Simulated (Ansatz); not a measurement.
This geometry of C$_{4}$H$_{6}$FN (12 atoms, charge 0, multiplicity 1) is a first-order saddle point.

Computed with RKS r2SCANh/def2-SVP (Ansatz).

```xyz
12
Properties=species:S:1:pos:R:3
C 0.212 -2.535 -0.858
C -0.106 -1.284 -0.650
C -0.403 -0.030 -0.402
F -1.258 0.632 -1.201
C 0.160 0.804 0.732
N -0.337 2.161 0.674
H 1.054 -2.817 -1.502
H -0.356 -3.357 -0.405
H -0.162 0.357 1.686
H 1.265 0.698 0.707
H -0.041 2.614 -0.188
H 0.049 2.701 1.442
```

Task: Which two structures does it join? (They come from a converged band through this point; their orientation in space is the band's.)

Result: No bond is made or broken. The dihedral F4–C3–C5–H10 goes from 171 to -67°.

Initial state:

```xyz
12
Properties=species:S:1:pos:R:3
C 0.421 -2.250 -1.174
C -0.163 -1.199 -0.660
C -0.719 -0.143 -0.112
F -1.959 0.239 -0.460
C -0.089 0.743 0.916
N 0.053 2.096 0.412
H 1.024 -2.184 -2.087
H 0.323 -3.242 -0.717
H -0.770 0.770 1.784
H 0.844 0.252 1.256
H 0.792 2.135 -0.287
H 0.321 2.728 1.162
```

Final state:

```xyz
12
Properties=species:S:1:pos:R:3
C 0.101 -2.537 -0.755
C 0.045 -1.232 -0.693
C -0.002 0.073 -0.591
F -0.417 0.834 -1.631
C 0.378 0.908 0.588
N -0.747 1.727 1.003
H 1.007 -3.058 -1.084
H -0.759 -3.160 -0.485
H 0.674 0.235 1.405
H 1.286 1.482 0.298
H -1.028 2.322 0.226
H -0.462 2.352 1.752
```

Task: How far does it lie above each of them?

Result: 0.144 eV above the first and 0.164 eV above the second. This is the barrier of this one path; another mechanism may lie lower.

Time of the run: 7.1 min on 2 threads of Arm Neoverse V1, with other jobs on the host, peak memory 0.28 GiB.
